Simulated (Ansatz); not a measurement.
Ideal-gas functions of HMg, SMILES `[MgH]` radical at 600 K and 1 bar, from an Ansatz frequency run at PBE0-D4/def2-TZVP.

Molar mass 25.31 g/mol, point group C∞v (symmetry number 1), electronic degeneracy 2, moments of inertia 2.939 u Å². Harmonic wavenumbers (cm⁻¹, unscaled): 1468.

Use S(trans) = R[1.5 ln M + 2.5 ln T − 1.1517]; rotational temperatures θ = 24.2544 K / I; S(rot) = R[ln(T/σθ) + 1]; for each mode x = 1.438777 ν̃/T, S = R[x/(eˣ − 1) − ln(1 − e⁻ˣ)] and H = RT x/(eˣ − 1); 1 cm⁻¹ = 0.0119627 kJ/mol; R = 8.31446 J/(mol·K).

Q: By hand: the entropy, in J/(mol·K).

A: Translation 163.7. Rotation: θ = 8.2526 K, giving 44.0. Vibration, mode by mode: 1.14, in all 1.1. Electronic 5.8. Sum 214.6 J/(mol·K).

Q: By hand: H − E and G − E in kJ/mol, counted from the electronic energy.

A: Zero-point energy ½ × 1468 × 0.0119627 = 8.8; thermal vibration 0.5; translation, rotation and pV give 3.5 RT = 17.5. H − E = 26.8 kJ/mol, and G − E = 26.8 − 600 × 214.6/1000 = -102.0 kJ/mol.

Vibration gives 1 % of the entropy; all modes have x over 3 and are hardly excited.
